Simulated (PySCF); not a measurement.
## Basis-set dependence of BF⁺ at CCSD

PySCF, UHF reference; doublet, unpaired electrons σ ↑; De to B⁺ + F without counterpoise correction. Frozen cores follow the default of each basis and core potential.

```csv
basis,relativity,functions,Re (Å),ωe (cm⁻¹),De (eV),frozen orbitals
"6-311G(d,p)",no relativity,36,1.215,1689,4.40,2
aug-pcseg-1,no relativity,46,1.228,1654,4.32,2
cc-pVTZ,no relativity,60,1.214,1716,4.72,2
def2-TZVPPD,no relativity,77,1.215,1712,4.69,2
```

Problem. How does each smaller set differ from the one with most functions, def2-TZVPPD?

Solution. 6-311G(d,p): +0.0 pm, -1.3 % in ωe, -0.29 eV in De; aug-pcseg-1: +1.3 pm, -3.4 % in ωe, -0.37 eV in De; cc-pVTZ: -0.1 pm, +0.2 % in ωe, +0.03 eV in De. All at CCSD; the set with most functions is neither the basis-set limit nor always the best.

Correlated steps freeze 2 core orbitals. Correlated levels converge slowly with the basis: in double zeta they bind strong bonds too weakly, by up to about 1 eV, and carry superposition errors of some tenths. For an ion De counts to the pair picked by the measured ionisation energies or electron affinities, which need not be the lowest pair at this level. The state was picked by a PBE0 search and need not be the measured ground state.
